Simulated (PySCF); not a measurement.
**From one method to the next for NH⁻**

Aim: see what other levels and later steps give for NH⁻.

Method: each script names its method and basis; program: PySCF 2.14.0.

1 further run of the same task is left out (for a known fault of the program).

## 1. Where the work starts

NH⁻: 2 atoms, charge -1, spin multiplicity 2.

Bond lengths: H1–N2 1.075 Å.

## 2. Base script

File input.py:

```python
from pyscf import gto, scf, cc

mol = gto.M(
    atom='H 0 0 0; N 0 0 1.075',
    basis='cc-pvdz',
    charge=-1,
    spin=1,
    verbose=3,
)
mf = scf.ROHF(mol)
mf.kernel()
mycc = cc.CCSD(mf, frozen=1)
mycc.kernel()
e = mycc.eeccsd(nroots=4)[0]
print('roots (eV) =', (e*27.211386).round(3))
mf.dip_moment()
print('orbital energies (hartree):', mf.mo_energy[..., max(0, mol.nelec[1]-3):mol.nelec[0]+3].round(4))
```

Command:

```bash
$ OMP_NUM_THREADS=1 python input.py
```

## 3. Stability test (UHF)

Variant 1 changes step after the SCF: eomee → stability; SCF type: ROHF → UHF.

File input.py:

```python
from pyscf import gto, scf

mol = gto.M(
    atom='H 0 0 0; N 0 0 1.075',
    basis='cc-pvdz',
    charge=-1,
    spin=1,
    verbose=3,
)
mf = scf.UHF(mol)
mf.kernel()
mf.stability(internal=True, external=True)
mf.dip_moment()
print('orbital energies (hartree):', [e[max(0, n-3):n+3].round(4) for e, n in zip(mf.mo_energy, mol.nelec)])
```

## 4. CCSD(T)

Variant 2 changes step after the SCF: eomee → ccsd(t).

input.py, as its differences from that of step 2:

```diff
@@ -13,4 +13,3 @@
 mycc.kernel()
-e = mycc.eeccsd(nroots=4)[0]
-print('roots (eV) =', (e*27.211386).round(3))
+mycc.ccsd_t()
 mf.dip_moment()
```

## 5. RHF

Variant 3 changes SCF type: ROHF → RHF.

input.py, as its differences from that of step 2:

```diff
@@ -9,3 +9,3 @@
 )
-mf = scf.ROHF(mol)
+mf = scf.RHF(mol)
 mf.kernel()
```

## 6. SCF alone

Variant 4 changes step after the SCF: eomee → none.

File input.py:

```python
from pyscf import gto, scf

mol = gto.M(
    atom='H 0 0 0; N 0 0 1.075',
    basis='cc-pvdz',
    charge=-1,
    spin=1,
    verbose=3,
)
mf = scf.ROHF(mol)
mf.kernel()
mf.dip_moment()
print('orbital energies (hartree):', mf.mo_energy[..., max(0, mol.nelec[1]-3):mol.nelec[0]+3].round(4))
```

## 7. MP2 (UHF)

Variant 5 changes step after the SCF: eomee → mp2; SCF type: ROHF → UHF.

File input.py:

```python
from pyscf import gto, scf, mp

mol = gto.M(
    atom='H 0 0 0; N 0 0 1.075',
    basis='cc-pvdz',
    charge=-1,
    spin=1,
    verbose=3,
)
mf = scf.UHF(mol)
mf.kernel()
mp.MP2(mf, frozen=1).kernel()
mf.dip_moment()
print('orbital energies (hartree):', [e[max(0, n-3):n+3].round(4) for e, n in zip(mf.mo_energy, mol.nelec)])
```

## 8. Population analysis

Variant 6 changes step after the SCF: eomee → analyze.

File input.py:

```python
from pyscf import gto, scf

mol = gto.M(
    atom='H 0 0 0; N 0 0 1.075',
    basis='cc-pvdz',
    charge=-1,
    spin=1,
    verbose=3,
)
mf = scf.ROHF(mol)
mf.kernel()
mf.analyze()
print('orbital energies (hartree):', mf.mo_energy[..., max(0, mol.nelec[1]-3):mol.nelec[0]+3].round(4))
```

**Question.** What will these runs give? Wanted: for each run, E(SCF); from base; gap, α spin; after the SCF.

As calculated:

| run | E(SCF) (hartree) | from base (eV) | gap, α spin (eV) | after the SCF |
| --- | --- | --- | --- | --- |
| base | -54.858533 | 0 | n/a | CCSD correlation -4.356 eV, core frozen, first root 0.01 eV |
| stability test (UHF) | -54.862049 | -0.0957 | 13.37 | stable |
| CCSD(T) | -54.858533 | 0.0000 | n/a | CCSD(T) correlation -4.417 eV, core frozen |
| RHF | -54.858533 | 0.0000 | n/a | CCSD correlation -4.356 eV, core frozen, first root 0.01 eV |
| SCF alone | -54.858533 | 0.0000 | n/a | n/a |
| MP2 (UHF) | -54.862049 | -0.0957 | 13.37 | MP2 correlation -3.803 eV, core frozen |
| population analysis | -54.858533 | 0.0000 | n/a | n/a |

The SCF energy stays the same, to the digits that matter, with RHF.
